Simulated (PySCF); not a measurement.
**Si₂NH₇, one molecule: structure**

Aim: the structure of `[SiH3]N[SiH3]`.

Computed with PySCF 2.14.0; each step states its level. No surroundings beyond the atoms listed, unless a continuum is named. Atoms count from 0, parts from 1.

## (1) Starting point

10 atoms, charge 0, multiplicity 1; geometry: GFN2-xTB.

## (2) Geometry optimisation at PBE0-D3(BJ)/def2-SVPD

Job settings and geometry (Å):

```
{"job": {"xc": "PBE0", "basis": "def2-SVPD", "d3": "d3bj", "grid": 2, "kind": "geom"}, "charge": 0, "multiplicity": 1}
Si     1.537447    -0.261020     0.175872
N      0.067144     0.583030    -0.178721
Si    -1.561744    -0.005349    -0.150047
H      1.686229    -0.524774     1.612893
H      2.620113     0.609155    -0.285177
H      1.489074    -1.522900    -0.557230
H      0.146079     1.586697    -0.149678
H     -1.571807    -1.277750    -0.866426
H     -2.363230     1.017986    -0.822465
H     -2.049305    -0.205075     1.220978
```

Launch:

```
$ OMP_NUM_THREADS=1 python cluster_run.py task.json out
```

This one command runs all jobs of the session in turn.

Q: Predict the outcome of this session. Wanted: point group; rotational constants.

The runs gave:

```
                            quantity                  value
                         point group                     Cs
rotational constants (main isotopes)  24.57, 2.97, 2.82 GHz
```

In words: Relaxing lowered the energy by 0.099 eV in 11 steps; the close pair that moved most is Si2–H8, from 1.463 to 1.495 Å. No frequency check was run at this level, so the end point may be a saddle.
